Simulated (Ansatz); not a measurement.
What a trial cell of CdP relaxes into

Level of theory: Ansatz 0.2.0, DFT PBE, scalar-relativistic, plane waves, PAW. Cutoff 420 eV, Γ-centred k mesh, Gaussian smearing, no spin polarisation in the final step.

CdP was placed on the sites of a reported ScGa cell (Cmcm, No. 63), with Cd in place of Sc, P in place of Ga, at a guessed volume.

```
Cd P
1.0
     2.08474   -5.28960    0.00000
     2.08474    5.28960    0.00000
     0.00000    0.00000    4.03782
Cd P
2 2
Direct
  0.86200 0.13800 0.75000
  0.13800 0.86200 0.25000
  0.58300 0.41700 0.75000
  0.41700 0.58300 0.25000
```

Cell and atoms relax at zero pressure; the relaxation can't lower the symmetry of the start. After a coarse first stage the cell is made exact in the group found at 0.06 Å.

Formation energies are uncorrected and refer to the elements' standard structures at the same level.

Problem. Which crystal results?

Solution. It keeps Cmcm (No. 63), but not the shape of the type it started on. Conventional cell: a = 3.649 Å, b = 14.529 Å, c = 3.198 Å. Around Cd lie 4 P at 3.06 Å, 6 Cd at 3.18–3.20 Å, 2 Cd at 3.65 Å and 3 P at 3.81–3.92 Å; P is coordinated by 2 P at 2.18 Å.

```cif
data_structure
_symmetry_space_group_name_H-M 'Cmcm'
_symmetry_Int_Tables_number 63
_cell_length_a 3.6493
_cell_length_b 14.5289
_cell_length_c 3.1977
_cell_angle_alpha 90.000
_cell_angle_beta 90.000
_cell_angle_gamma 90.000
_cell_volume 169.54
loop_
_atom_site_label
_atom_site_type_symbol
_atom_site_symmetry_multiplicity
_atom_site_Wyckoff_symbol
_atom_site_fract_x
_atom_site_fract_y
_atom_site_fract_z
_atom_site_occupancy
Cd1 Cd 4 c 0.00000 0.17903 0.25000 1
P1 P 4 c 0.00000 0.44891 0.25000 1
```

Problem. What are its volume, energy, density and gap?

Solution. The volume per atom is 21.19 Å³ and the density is 5.62 g/cm³. The energy over the elements is 0.15 eV/atom. The gap on the 14×14×14 mesh is 0 eV (a metal).

The final run used a 14×14×14 mesh on its 4-atom cell and 0.10 eV smearing. For metals, differences of a few meV/atom aren't resolved. A structure relaxed within its symmetry needn't be a true minimum.

Cost: 5 runs of about 7.1 core-minutes in all, on Intel Xeon Platinum 8488C (Sapphire Rapids) (shared hosts).